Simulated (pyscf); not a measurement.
H₂N–NH₂ + silyl (SiH₃•) → H₂N–NH–SiH₃ + H atom (H•), a substitution at N (doublet surface; H–N broken, N–Si formed). PySCF, gas phase, ωB97X-D3(BJ)/def2-SVP geometries. Correlated levels are frozen-core, on RHF or UHF. ΔMP2 is the change of the MP2 total energy from the triple- to the quadruple-zeta basis. Energies in kcal/mol from the separated reactants.

Small-basis levels: PySCF, no dispersion term, spherical d functions. AM1 to PM7: differences of heats of formation from MOPAC, which are fitted to 298 K values and so differ in kind from electronic energies by zero-point and thermal terms. GFN2-xTB: tblite. Open shells are spin-unrestricted. 

| level | barrier | reaction energy |
|---|---|---|
| HF/STO-3G | 64.1 | +10.6 |
| B3LYP/LANL2DZ | 30.2 | +17.8 |
| PBE/def2-SVP | (withheld) | +8.4 |
| GFN2-xTB | 22.4 | -12.7 |
| AM1 | (withheld) | +23.8 |
| PM6 | -2.0 | +0.3 |
| PM7 | 8.7 | +18.5 |
| CCSD(T)/def2-TZVPP + ΔMP2(QZVPP) | (withheld) | +8.8 |

Some entries are withheld; supply them.


- PBE/def2-SVP, barrier: 14.1
- AM1, barrier: 16.2
- CCSD(T)/def2-TZVPP + ΔMP2(QZVPP), barrier: 21.8

Against the last row the barrier runs from -23.8 (PM6) to +42.3 kcal/mol (HF/STO-3G); GFN2-xTB happens to lie closest here (0.6 kcal/mol apart). At AM1, PM6, PM7 this geometry lies under one side, so the entry may be no barrier of that level: it is a single point on another level's saddle. CCSD(T)/def2-TZVPP + ΔMP2(QZVPP) has limits of its own. On the reactant side the descent ends in a complex, 5.5 kcal/mol under the separated species and 28.8 kcal/mol under the saddle at ωB97X-D3(BJ)/def2-TZVP. The same reactants have a lower exit, to H₂N–SiH₃ + NH₂• (barrier +6.3 kcal/mol at ωB97M-D3(BJ)/def2-TZVP, against +22.0 kcal/mol here). H₂N–NH–SiH₃ lies 57.4 kcal/mol over its isomer H₂N–SiH₂–NH₂ (electronic energy, ωB97M-D3(BJ)/def2-TZVP). This is the saddle that the search found; another between the same sides may lie lower. The angle at the attacked N is 126°. The CCSD(T) − MP2 part came from Ansatz, without density fitting, on the same reference.
